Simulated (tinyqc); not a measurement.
Worked calculation: coupled-perturbed Hartree-Fock on RHF in the sto-6g basis, for H2O, spin multiplicity 1. One step of it, computed by the program tinyqc.

Problem. Orthogonalisation. S = U s U^T; canonical form X = U s^(-1/2), so that X^T S X = 1. Each column of U has its largest component positive (the first on a tie).

overlap S:
```
           1O 1s     1O 2s    1O 2px     1O 2py    1O 2pz     2H 1s      3H 1s
1O 1s   1.000000  0.231145  0.000000   0.000000  0.000000  0.035969   0.035969
1O 2s   0.231145  1.000000  0.000000   0.000000  0.000000  0.362821   0.362821
1O 2px  0.000000  0.000000  1.000000   0.000000  0.000000  0.000000   0.000000
1O 2py  0.000000  0.000000  0.000000   1.000000  0.000000  0.261441  -0.261441
1O 2pz  0.000000  0.000000  0.000000   0.000000  1.000000  0.189524   0.189524
2H 1s   0.035969  0.362821  0.000000   0.261441  0.189524  1.000000   0.151020
3H 1s   0.035969  0.362821  0.000000  -0.261441  0.189524  0.151020   1.000000
```

Give: eigenvalues of S; X.

Solution.

eigenvalues of S: 0.462  0.547  0.892  1.000  1.093  1.302  1.704

X:
```
             1       2       3      4       5       6      7
1O 1s   -0.349   0.000   0.728  0.000  -0.612   0.000  0.190
1O 2s    1.012   0.000  -0.283  0.000  -0.296   0.000  0.460
1O 2px   0.000   0.000   0.000  1.000   0.000   0.000  0.000
1O 2py   0.000   0.855   0.000  0.000   0.000   0.679  0.000
1O 2pz   0.450   0.000   0.663  0.000   0.635   0.000  0.207
2H 1s   -0.638  -0.741  -0.190  0.000   0.157   0.392  0.385
3H 1s   -0.638   0.741  -0.190  0.000   0.157  -0.392  0.385
```
